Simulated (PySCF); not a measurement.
Consider `CBr` (CH3Br). Optimised structure (Å), atoms numbered from 1:
```
C    -0.1768   -0.0042   -0.0097
Br    1.7541    0.0525    0.0201
H    -0.4887   -0.6545   -0.8342
H    -0.5487    1.0151   -0.1603
H    -0.5239   -0.4038    0.9494
```

Computed at PBE0-D3(BJ)/ma-def2-TZVP // PBE0-D3(BJ)/ma-def2-SVP with PySCF (density fitting, grid level 2). The prefix ma- adds one diffuse s and one diffuse p function on all atoms but H. Thermal corrections: PBE0-D3(BJ)/ma-def2-SVP frequencies, unscaled, ideal gas at 298.15 K and 1 bar, quasi-RRHO entropy.

What are the vertical and the adiabatic ionisation energy for forming the radical cation?

10.57 eV vertical and 10.44 eV adiabatic, the latter with zero-point energy.

Where does the unpaired spin of the relaxed radical cation sit?

Br2 (bromine) 0.92 (intrinsic atomic orbital populations).

What oxidation potential follows in DMF (IEF-PCM), given that Fc+/Fc comes at 4.40 V absolute with this functional and basis?

In the gas phase ΔG of oxidation is 10.391 eV, and solvation is -10.9 kJ/mol for the parent and -271.6 kJ/mol for the product, so the absolute potential is 7.69 V, or 3.29 V against Fc+/Fc. Fc+/Fc in DMF, 4.40 V, is PBE0-D3(BJ)/ma-def2-TZVP on PBE0-D3(BJ)/def2-SVP structures with GFN2-xTB thermal terms. Benchmark calculations put it near 5.0 V in acetonitrile and DMSO, so it is about 0.6 V low, and the value against it can read up to that much too high. The solvent is electrostatics only, on gas-phase structures; the absolute scale refers to an electron at rest in vacuum.

How far is −ε(HOMO) from the vertical value by ΔSCF?

−ε(HOMO) = 7.96 eV, which is 2.61 eV below the ΔSCF value.

Known limits: spin-orbit coupling is left out of the energies, which matters for open shells on the heavier atoms; atoms from Ga to Kr are treated without relativity.
